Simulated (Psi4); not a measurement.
# SiHF (SMILES F[SiH]) at 6 levels

Aim: a comparison of 6 runs (HF/3-21G, B3LYP/6-31G*, PBE/cc-pVTZ, EOM-CCSD/def2-SV(P), LCCSD/heavy-aug-cc-pVDZ, LCCD/aug-cc-pV(D+d)Z) of SiHF. 

The calculation is run with Psi4 1.11.

5 further runs of the same task are left out: 1 that didn't finish, 4 set aside as unsound or not needed.

**1. Starting point**

The species is SiHF (3 atoms), meant as a singlet with charge 0. As SMILES, `F[SiH]`. The coordinates come from a PBE0-D4/def2-TZVP relaxation.

Bond lengths: F1–Si2 1.612 Å, Si2–H3 1.541 Å. Angles: F1–Si2–H3 96.3°.

**2. The energy at HF/3-21G (run 1)**

File calc.py:

```python
import psi4

psi4.set_memory('1600 MB')
psi4.set_num_threads(1)
psi4.set_output_file('fhsi.out', False)

m = psi4.geometry("""
0 1
F     -1.090200     0.024400    -0.602300
Si     0.186800     0.629400     0.173800
H      0.892400    -0.718600     0.415300
symmetry c1
""")

options = {'basis': '3-21G', 'puream': True, 'e_convergence': 1e-09, 'd_convergence': 1e-08, 'scf_type': 'pk'}
psi4.set_options(options)

result, w = psi4.energy("hf", return_wfn=True)
psi4.oeprop(w, "LOWDIN_CHARGES", "MULLIKEN_CHARGES", "QUADRUPOLE")
print(f'hf energy: {result:.10f} Eh')
```

Run with:

```
$ python calc.py
```

fhsi.out:

```text
[...]
  Running in c1 symmetry.
[...]
  Nuclear repulsion =   48.194575348987868
[...]
  Multiplicity = 1
[...]
  Nalpha       = 12
  Nbeta        = 12
[...]
    Number of basis functions: 24
[...]
   @RHF iter   1:  -386.85375853947568   -7.42933e-01   1.13954e-02 ADIIS/DIIS
[...]
   @RHF iter  10:  -386.88109567420753    2.27374e-13   1.87730e-09 DIIS
[...]
  @RHF Final Energy:  -386.88109567420753
   => Energetics <=
    Nuclear Repulsion Energy =             48.1945753489878683
    One-Electron Energy =                -634.4794296761585883
    Two-Electron Energy =                 199.4037586529631483
    Total Energy =                       -386.8810956742075859
[...]
 Multipole Moments:
 ------------------------------------------------------------------------------------
     Multipole            Electronic (a.u.)      Nuclear  (a.u.)        Total (a.u.)
 ------------------------------------------------------------------------------------
 L = 1.  Multiply by 2.5417464519 to convert [e a0] to [Debye]
 Dipole X            :         -1.6077884            2.1060013            0.4982129
 Dipole Y            :          0.8198401           -0.6919729            0.1278672
 Dipole Z            :          0.0000000            0.0000000            0.0000000
 Magnitude           :                                                    0.5143599
 L = 2.  Multiply by 1.3450342976 to convert [e a0^2] to [Debye ang]
 Quadrupole XX       :        -65.4168057           49.7515905          -15.6652151
 Quadrupole XY       :        -13.2476446           12.6580158           -0.5896288
[...]
```

On the terminal:

```text
hf energy: -386.8810956742 Eh
```

Run time: 1.3 s. Hardware: 1 thread of Intel Xeon 6975P-C (Granite Rapids), shared host; peak memory 0.18 GiB.

**3. A single-point energy at B3LYP/6-31G(d) (spherical functions) (run 2)**

File fhsi.xyz:

```xyz
3
FHSi
F     -1.090200     0.024400    -0.602300
Si     0.186800     0.629400     0.173800
H      0.892400    -0.718600     0.415300
```

File fhsi.py:

```python
import psi4

psi4.set_memory('1600 MB')
psi4.set_num_threads(1)
psi4.core.set_output_file('output.dat', False)

with open('fhsi.xyz') as f:
    atoms = ''.join(f.readlines()[2:])
mol = psi4.geometry('0 1\n' + atoms + 'symmetry c1')

psi4.set_options(dict(puream=True, e_convergence=1e-09, d_convergence=1e-08, scf_type='pk', dft_radial_points=99, dft_spherical_points=590))

result, w = psi4.energy("b3lyp/6-31G*", return_wfn=True)
psi4.oeprop(w, "MAYER_INDICES", "LOWDIN_CHARGES", "WIBERG_LOWDIN_INDICES", title="B3LYP")
print('E =', round(result, 9))
```

Run with:

```
$ python fhsi.py
```

output.dat:

```text
[...]
  Running in c1 symmetry.
[...]
  Nuclear repulsion =   48.194575348987868
[...]
  Multiplicity = 1
[...]
  Nalpha       = 12
  Nbeta        = 12
[...]
    Number of basis functions: 34
[...]
   @RKS iter   1:  -389.87317375936755   -4.10360e-01   1.09533e-02 DIIS/ADIIS
[...]
   @RKS iter  10:  -389.92213237132819    1.13687e-13   9.53216e-10 DIIS
[...]
  @RKS Final Energy:  -389.92213237132819
   => Energetics <=
    Nuclear Repulsion Energy =             48.1945753489878683
    One-Electron Energy =                -637.0216037149905333
    Two-Electron Energy =                 224.5270254539350674
    DFT Exchange-Correlation Energy =     -25.6221294592606270
    Empirical Dispersion Energy =           0.0000000000000000
    VV10 Nonlocal Energy =                  0.0000000000000000
    Total Energy =                       -389.9221323713282459
[...]
 Multipole Moments:
 ------------------------------------------------------------------------------------
     Multipole            Electronic (a.u.)      Nuclear  (a.u.)        Total (a.u.)
 ------------------------------------------------------------------------------------
 L = 1.  Multiply by 2.5417464519 to convert [e a0] to [Debye]
 Dipole X            :         -1.7795770            2.1060013            0.3264243
 Dipole Y            :          0.7345751           -0.6919729            0.0426022
 Dipole Z            :          0.0000000            0.0000000            0.0000000
 Magnitude           :                                                    0.3291926
[...]
```

Standard output:

```text
E = -389.922132371
```

It took 2.9 s on 1 thread of Intel Xeon 6975P-C (Granite Rapids), shared host; peak memory 0.36 GiB.

**4. Energy and gradient at PBE/cc-pVTZ (run 3)**

File fhsi.inp:

```
memory 1.6 GB

molecule {
  F
  Si 1 r2
  H 2 r3 1 a3

  r2 = 1.612168
  r3 = 1.540551
  a3 = 96.30929
  symmetry c1
  no_reorient
  no_com
}

set {
  puream               true
  e_convergence        1e-09
  d_convergence        1e-08
  scf_type             pk
  dft_radial_points    99
  dft_spherical_points 590
}

E, wfn = gradient('pbe/cc-pVTZ', return_wfn=True)
oeprop(wfn, 'DIPOLE', 'MULLIKEN_CHARGES', 'WIBERG_LOWDIN_INDICES', title='PBE')
```

Run with:

```
$ psi4 -i fhsi.inp -o fhsi.out -n 1
```

fhsi.out:

```text
[...]
  Running in c1 symmetry.
[...]
  Nuclear repulsion =   48.194571950340311
[...]
  Multiplicity = 1
[...]
  Nalpha       = 12
  Nbeta        = 12
[...]
    Number of basis functions: 78
[...]
   @RKS iter   1:  -389.66008538541797   -3.06308e-01   6.04189e-03 DIIS/ADIIS
[...]
   @RKS iter  11:  -389.73290030402353   -1.02318e-12   9.12444e-10 DIIS
[...]
  @RKS Final Energy:  -389.73290030402353
   => Energetics <=
    Nuclear Repulsion Energy =             48.1945719503403112
    One-Electron Energy =                -636.8734225709379189
    Two-Electron Energy =                 230.3967333254628329
    DFT Exchange-Correlation Energy =     -31.4507830088887594
    Empirical Dispersion Energy =           0.0000000000000000
    VV10 Nonlocal Energy =                  0.0000000000000000
    Total Energy =                       -389.7329003040235307
[...]
  -Total Gradient:
     Atom            X                  Y                   Z
    ------   -----------------  -----------------  -----------------
       1        0.000236305138    -0.017560311170    -0.000000000000
       2        0.004850142797     0.016741163487    -0.000000000000
       3       -0.005086553433     0.000810839517    -0.000000000000
[...]
  Mulliken Charges: (a.u.)
   Center  Symbol    Alpha    Beta     Spin     Total
       1     F     4.61439  4.61439  0.00000 -0.22877
       2    SI     6.83863  6.83863  0.00000  0.32273
       3     H     0.54698  0.54698  0.00000 -0.09396
   Total alpha = 12.00000, Total beta = 12.00000, Total charge = -0.00000
  Wiberg Bond Indices using Orthogonal Lowdin Orbitals:
[...]
```

It took 9.9 s on 1 thread of Intel Xeon 6975P-C (Granite Rapids), shared host; peak memory 0.82 GiB.

Runs 4 to 5 aren't shown in full; the table further down has their settings and results.

**5. Energy and gradient at LCCD/aug-cc-pV(D+d)Z (density fitting, density fitting for correlation) (run 6)**

fhsi.xyz is that of step 3.

File fhsi.py:

```python
import psi4

psi4.set_memory('1600 MB')
psi4.set_num_threads(1)
psi4.core.set_output_file('output.dat', False)

with open('fhsi.xyz') as f:
    atoms = ''.join(f.readlines()[2:])
geom = psi4.geometry('0 1\n' + atoms + 'symmetry c1\nno_reorient\nno_com')

psi4.set_options({
    'basis': 'aug-cc-pV(D+d)Z',
    'reference': 'rhf',
    'scf_type': 'df',
    'freeze_core': True,
    'cc_type': 'df',
})

energy_value, wavefunction = psi4.gradient('lccd', molecule=geom, return_wfn=True)
print('gradient / Eh bohr^-1')
print(energy_value.np.round(6))
print(f'energy = {wavefunction.energy():.10f} Eh')
```

Run with:

```
$ python fhsi.py
```

output.dat:

```text
[...]
  Running in c1 symmetry.
[...]
  Nuclear repulsion =   48.194575348987868
[...]
  Multiplicity = 1
[...]
  Nalpha       = 12
  Nbeta        = 12
[...]
    Number of basis functions: 64
[...]
   @DF-RHF iter   1:  -388.93474051095194   -7.33295e-01   4.73694e-03 DIIS/ADIIS
[...]
   @DF-RHF iter  13:  -388.97046188596141   -1.13687e-13   2.90294e-11 DIIS
[...]
    Orbital Energies [Eh]
    ---------------------
    Doubly Occupied:
       1A    -68.851657     2A    -26.306795     3A     -6.189219
       4A     -4.292358     5A     -4.292109     6A     -4.289139
       7A     -1.596578     8A     -0.763394     9A     -0.675117
      10A     -0.659620    11A     -0.566433    12A     -0.352484
[...]
  @DF-RHF Final Energy:  -388.97046188596141
   => Energetics <=
    Nuclear Repulsion Energy =             48.1945753489878683
    One-Electron Energy =                -636.6602691734436803
    Two-Electron Energy =                 199.4952319384943564
    Total Energy =                       -388.9704618859614129
[...]
 Multipole Moments:
 ------------------------------------------------------------------------------------
     Multipole            Electronic (a.u.)      Nuclear  (a.u.)        Total (a.u.)
 ------------------------------------------------------------------------------------
 L = 1.  Multiply by 2.5417464519 to convert [e a0] to [Debye]
 Dipole X            :         12.2988425          -11.9132114            0.3856311
 Dipole Y            :        -15.6693282           15.7085374            0.0392092
 Dipole Z            :          5.0791436           -4.8607535            0.2183901
 Magnitude           :                                                    0.4449078
[...]
	DF-MP2 Total Energy (a.u.)         :  -389.26290139372855
[...]
```

On the terminal:

```text
gradient / Eh bohr^-1
[[ 0.016911  0.007112  0.010177]
 [-0.016426 -0.00641  -0.00983 ]
 [-0.000485 -0.000702 -0.000347]]
energy = -389.2890569495 Eh
```

Run time: 3.6 s. Hardware: 1 thread of Intel Xeon 6975P-C (Granite Rapids), shared host; peak memory 0.66 GiB.

**6. Overview of the runs**

```
run                                                                    level         integration grid      task  energy (Eh)  HOMO energy (eV)  LUMO energy (eV)  HOMO–LUMO gap (eV)  wall time
  1                                                                 HF/3-21G                        –    energy  -386.881096             -9.48              0.62               10.11      1.3 s
  2                                       B3LYP/6-31G* (spherical functions)  99 radial × 590 angular    energy  -389.922132             -6.61             -2.65                3.96      2.9 s
  3                                                              PBE/cc-pVTZ  99 radial × 590 angular  gradient  -389.732900             -5.80             -3.49                2.31      9.9 s
  4                                                      EOM-CCSD/def2-SV(P)                        –   excited  -389.058631             -9.55              0.73               10.27      4.8 s
  5                                                  LCCSD/heavy-aug-cc-pVDZ                        –    energy  -389.284676             -9.58              0.17                9.75      2.8 s
  6  LCCD/aug-cc-pV(D+d)Z (density fitting, density fitting for correlation)                        –  gradient  -389.289057             -9.59              0.18                9.78      3.6 s
```

**7. Results**

```
                                          quantity          value
                               run 6: total energy  -389.28906 Eh
        run 6: HOMO energy (Hartree–Fock orbitals)       -9.59 eV
        run 6: LUMO energy (Hartree–Fock orbitals)        0.18 eV
      run 6: HOMO–LUMO gap (Hartree–Fock orbitals)        9.78 eV
run 6: correlation energy (6 core orbitals frozen)     -318.6 mEh
                   run 6: largest force on an atom     1.079 eV/Å
```

Over runs 1, 2, 3 the dipole moment (its size) runs from 0.76 D (PBE/cc-pVTZ) to 1.31 D (HF/3-21G). The two ends differ in method and basis. Over runs 1, 2, 3 the HOMO–LUMO gap runs from 2.31 eV (PBE/cc-pVTZ) to 10.11 eV (HF/3-21G). Totals of different functionals can't be ranked against each other. All runs together took 25 s, the longest 9.9 s.
